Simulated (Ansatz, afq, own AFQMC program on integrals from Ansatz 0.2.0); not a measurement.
AFQMC on a folder of integrals that Ansatz 0.2.0 wrote.

```yaml
crystal:
  periodic: [false, false, false]
  atoms:
    - {symbol: B, position_ang: [0.000000, 0.000000, 0.675628]}
    - {symbol: B, position_ang: [0.000000, 0.000000, -0.909454]}
    - {symbol: H, position_ang: [0.000000, 1.047868, 1.253990]}
    - {symbol: H, position_ang: [0.000000, -1.047868, 1.253990]}
basis:
  gaussian: {orbitals: cc-pVTZ}
magnetization: {spin_polarized: true, initial_magnetization: 2}
correlation: {method: ccsd_t, electrons: outside_noble_gas, hamiltonian_folder: ham}
```

```sh
$ ansatz run in.yaml --threads 1 --pin off --events-out ev --progress --plain --max-ram 16896MiB --backend cuda --devices 0, --max-vram 18GiB
```

Options of the walk:

```
--method phaseless --trial hf --walkers 800 --populations 10 --least-time 40 --time-step 0.005 --steps-per-block 20 --equilibration-blocks 112 --max-blocks 4000 --target-error 0.0008500 --factor-cut 1e-05 --start spin_pure --seed 8086 --taylor-order 6
```

Times are imaginary, in 1/Eh. The walk had a cap of 91 s. With eight or more populations the least sampling time is a fifth of least-time, and the error comes from their spread.

Log:

```
orbitals 86  electrons 5 3  factors 506 of 506
reference energy -50.40209434 Eh
CCSD correlation -0.17884732 Eh in 12 cycles, weight of the determinant in the CISD state 0.8937
energy of the start -50.402133 Eh
 block  time / (1/Eh)  mean weight  energy / Eh
     1     0.100  1.0013  -50.441305
     2     0.200  1.0017  -50.470038
     3     0.300  1.0014  -50.490788
     4     0.400  1.0010  -50.507501
     5     0.500  1.0005  -50.523368
     8     0.800  1.0000  -50.543127
    19     1.900  0.9995  -50.571523
    46     4.600  1.0004  -50.588808
    55     5.500  0.9997  -50.602625
    73     7.300  1.0000  -50.585809
   100    10.000  1.0001  -50.593261
   127    12.700  0.9997  -50.588999
   154    15.400  1.0008  -50.580676
   181    18.100  1.0000  -50.586555
   208    20.800  0.9993  -50.581290
   235    23.500  1.0004  -50.590023
   253    25.300  0.9994  -50.580335
   262    26.200  0.9999  -50.583075
   289    28.900  1.0000  -50.582617
   316    31.600  1.0003  -50.584454
   343    34.300  1.0002  -50.589674
   370    37.000  0.9998  -50.590180
   388    38.800  0.9998  -50.593411
error from the spread of 10 populations
energy -50.587329 +/- 0.000749 Eh
(rows thinned)
```

The run passed its tests (sampling time, drift between the halves within three errors, error under three times the target), which doesn't prove that it has relaxed. The second half of the sampling lies below the first by 2.4 errors of their difference, so the energy may still be moving and its error bar be too small.

Against this walk (error 20.4 meV) on the same determinant: CCSD(T) 9.0 meV lower (within the noise), CCSDT(Q) 53.9 meV lower, a separate phaseless walk with a CISD trial and standard settings 41.4 ± 20.8 meV lower (within the noise). The error is statistical and leaves out the bias of the constraint.

Cautions: constraint bias not in the error; lower spins were not checked.

The walk took 23 s on 1 × NVIDIA H100 80GB HBM3 with 2 threads of AMD EPYC 7R13 Processor (Zen 3), with other jobs on the host (the card was shared). The log's last line is the phaseless energy.

CCSDT and higher add their correlation energy to the determinant of the CCSD(T) run, since their own runs factorise the integrals more tightly (a shift of under 2 meV). A walk keeps the symmetry of its determinant, which the program's search chose and which needn't be the lowest solution, so a lower state of the same spin and another symmetry isn't excluded.
